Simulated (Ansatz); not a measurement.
## Which is lower?

The two ends of one reaction step of CH$_{6}$SSi, singlet (PBE0-D4/def2-TZVP).

A:

```tsv
atom	x (Å)	y (Å)	z (Å)
Si1	-0.6845	-0.1592	-0.7620
H2	0.0477	-1.5827	2.0341
S3	-0.4437	-1.5445	-2.1020
H4	0.1112	-2.0185	1.4295
H5	-1.9531	0.0322	-0.0086
C6	0.5510	1.1167	-0.2357
H7	0.1596	2.1169	-0.4474
H8	0.7110	1.0553	0.8450
H9	1.5009	0.9838	-0.7527
```

B:

```json
{"atom": "Si1", "x (Å)": "-0.6482", "y (Å)": "-0.3057", "z (Å)": "0.3417"}
{"atom": "H2", "x (Å)": "-0.3732", "y (Å)": "-0.9123", "z (Å)": "1.6714"}
{"atom": "S3", "x (Å)": "-0.6514", "y (Å)": "-1.8213", "z (Å)": "-1.1729"}
{"atom": "H4", "x (Å)": "0.6125", "y (Å)": "-2.2144", "z (Å)": "-0.9401"}
{"atom": "H5", "x (Å)": "-2.0399", "y (Å)": "0.2123", "z (Å)": "0.3216"}
{"atom": "C6", "x (Å)": "0.5840", "y (Å)": "1.0505", "z (Å)": "-0.0039"}
{"atom": "H7", "x (Å)": "0.3846", "y (Å)": "1.5153", "z (Å)": "-0.9714"}
{"atom": "H8", "x (Å)": "0.5291", "y (Å)": "1.8201", "z (Å)": "0.7711"}
{"atom": "H9", "x (Å)": "1.6026", "y (Å)": "0.6556", "z (Å)": "-0.0174"}
```

Ansatz 0.2.0; basis: def2-TZVPP; cores frozen in the correlated methods. B3LYP uses VWN-RPA correlation.

**Question.** Which structure is lower at CCSD(T), and by how much? (Judge from chemistry; the value comes from the calculation.)

**Answer.** Computed: B, by 29.23 kcal/mol (electronic energy, against the other). By their contacts, A is a complex of CH₄SSi ([CH3][SiH][S]) + H₂ and B is CH₆SSi ([CH3][SiH2][SH]).

All methods give the same order:

| method | E(B) − E(A) (kcal/mol) |
| --- | --- |
| SPW92 | -32.00 |
| PBE-D4 | -27.05 |
| BLYP-D4 | -24.18 |
| r2SCAN-D4 | -28.60 |
| B97M-V | -27.70 |
| PBE0-D4 | -30.48 |
| B3LYP-D4 | -27.49 |
| r2SCAN0-D4 | -30.93 |
| BHLYP-D4 | -31.19 |
| CAM-B3LYP-D4 | -30.68 |
| wB97X-V | -32.01 |
| wB97M-V | -29.70 |
| B2PLYP | -27.95 |
| PBE-QIDH | -31.60 |
| RPA on PBE | -28.39 |
| HF | -32.67 |
| MP2 | -28.16 |
| CCSD | -30.75 |
| CCSD(T) | -29.23 |

The T1 diagnostic stays at or below 0.015.

Labels in which every atom is bracketed show which atoms are joined, not bond orders.

For scale, one of the runs: CCSD(T)/def2-TZVPP, 199 basis functions, launched by `ansatz run in.yaml --threads 2 --pin off --events-out ev --progress --plain --max-ram 4352MiB`. Time: 47 s of wall clock on 2 CPU threads of an Arm Neoverse V2; the host was shared. Peak host memory: 2.2 GiB.
